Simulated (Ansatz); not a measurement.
Task: Name a neutral molecule of C, F, S and H with size of the dipole moment (ωB97M-V/def2-TZVPP) between 0.55 and 0.85 D and HOMO–LUMO gap (ωB97M-V/def2-TZVPP) between 10.75 and 11.05 eV (Ansatz, PBE0-D4/def2-TZVP geometry).

Result: `FCSS` (0.77 D, 10.92 eV). Other molecules can fit too; these were computed, each in one conformer that needn't be the lowest.
